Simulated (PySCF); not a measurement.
Compound: C₂H₇B.
InChI=1S/C2H7B/c1-2-3/h2-3H2,1H3

The closed-shell ground state was solved at several levels (PySCF, density fitting, gas phase, non-relativistic). Isolated species at its GFN2-xTB geometry (one conformer only).

```json
{"level": "PBE0/pcSseg-1", "basis functions": "86", "HOMO (eV)": "-8.82", "LUMO (eV)": "-1.30", "gap (eV)": "7.52", "dipole (D)": "0.54"}
{"level": "B3LYP/pcJ-1", "basis functions": "151", "HOMO (eV)": "-8.62", "LUMO (eV)": "-1.55", "gap (eV)": "7.07", "dipole (D)": "0.54"}
```

(1) What might wB97X-D/def2-SVPD (116 basis functions) give for the same quantities?

(2) Over all these levels, which gives the widest orbital gap and which the narrowest?

(3) How far do the dipole and the HOMO energy spread over the levels?

## Answers

(1) HOMO -10.73 eV, LUMO 0.69 eV, gap 11.42 eV, dipole 0.55 D.

(2) wB97X-D/def2-SVPD (range-separated hybrid) has the widest, 11.42 eV, and B3LYP/pcJ-1 (global hybrid, 20 % exact exchange) the narrowest, 7.07 eV. Functional and basis both differ between the two, so the spread mixes both effects.

(3) The dipole runs from 0.54 to 0.55 D (mean 0.55 D) and the HOMO from -10.73 to -8.62 eV.
